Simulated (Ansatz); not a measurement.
Basis-set extrapolation for C3H4FNO (`N/C=C1\OC1F`) (PBE0-D4/def2-TZVP geometry, frozen core, Ansatz 0.2.0). Multiplicity 1, RHF reference.

|  | def2-TZVPP | def2-QZVPP |
| --- | --- | --- |
| HF | -344.733886 | -344.749483 |
| MP2 correlation | -1.162978 | -1.251533 |
| CCSD(T) correlation | -1.231274 | not run |

Energies in hartree. Use E(X) = E(∞) + A·exp(−7.88·√X) for Hartree–Fock and E(X) = E(∞) + B·X^(−2.97) for correlation, with X = 3 and 4, and add CCSD(T) minus MP2 of the smaller set to the MP2 limit.

What is the CCSD(T) energy at the basis-set limit?

HF limit: -344.749483 + (-0.015597) × 0.13774 = -344.75163. MP2 limit: -1.251533 + (-0.088555) × 0.74074 = -1.31713. Higher-order term: -1.231274 − (-1.162978) = -0.06830. Total: -346.13706 hartree, 451.3 kJ/mol below CCSD(T)/def2-TZVPP.
